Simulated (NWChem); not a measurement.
System: fluorine (F₂); SMILES FF

```xyz
2

F      0.0000     0.0000     0.6882
F      0.0000     0.0000    -0.6882
```
Atoms are numbered in this order, from 1.

All runs use the structure optimised with PBE0/def2-SVP.

List the 4 lowest vertical singlet excitations from CAM-B3LYP/def2-SVP, TDA (NWChem).


| state | energy (eV) | oscillator strength | leading excitation (squared amplitude) |
|---|---|---|---|
| S1 | 5.08 | 0.000 | HOMO → LUMO (0.97) |
| S2 | 5.08 | 0.000 | HOMO−1 → LUMO (0.97) |
| S3 | 8.93 | 0.000 | HOMO−2 → LUMO (1.00) |
| S4 | 8.93 | 0.000 | HOMO−3 → LUMO (1.00) |
